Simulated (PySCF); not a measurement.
## Bonding in `C/C=C(/[O-])Cl`

C3H4ClO (charge -1).
Numbering: `[CH3:1]/[CH:2]=[C:3](/[O-:4])[Cl:5]` (hydrogens: H6, H7, H8 on C1; H9 on C2)

Cartesian coordinates in Å at the GFN2-xTB level; atoms count from 1:
```
atom  x, y, z in Å
C1    -1.1499    0.0460    0.0138
C2     0.2075   -0.5753    0.0896
C3     1.4117   -0.0173   -0.0294
O4     2.5744   -0.3604    0.0026
Cl5    1.2548    1.9440   -0.3519
H6    -1.0649    1.1128   -0.1691
H7    -1.7078   -0.1005    0.9471
H8    -1.7448   -0.3966   -0.7948
H9     0.2325   -1.6467    0.2670
```

Bond orders from the PBE0/pcSseg-1 density (PySCF). Isolated species at its GFN2-xTB geometry, gas phase. The pcSseg-1 basis has no diffuse functions, a weakness for an anion.

Q: How far do the computed orders between heavy atoms stray from the drawn ones?

A: The largest departure is 0.867, at C3–O4 (drawn single, 1.867). Drawn single, order above 1.12: C3–O4 (1.867). Drawn single, order below 0.88: C3–Cl5 (0.622). Drawn double or triple, more than 0.30 short of the drawn order: C2–C3 (1.608). The SMILES, with its formal charges, is one Lewis structure only.

Q: Give the Mayer order of every bond, beside its length.

A: 
```
  bond  drawn as  length (Å)  Mayer order
 C1–C2    single       1.495        1.053
 C2–C3    double       1.333        1.608
 C3–O4    single       1.213        1.867
C3–Cl5    single       1.994        0.622
 C1–H6    single       1.086        0.950
 C1–H7    single       1.097        0.965
 C1–H8    single       1.097        0.965
 C2–H9    single       1.086        0.941
```

Bonds between the same two heavy elements. C–C: lowest C1–C2 (1.053, 1.495 Å), highest C2–C3 (1.608, 1.333 Å).

Q: Sum the orders of all bonds at each heavy atom with more than one neighbour and set the sums beside the valence in the SMILES.

A: C1 3.933 (drawn 4), C2 3.602 (drawn 4), C3 4.097 (drawn 4). Orders between atoms that aren't bonded are not in these sums.

For a closed shell the Mayer order of atoms A and B is Σ (PS)μν (PS)νμ over the basis functions μ on A and ν on B, with P the density and S the overlap matrix.
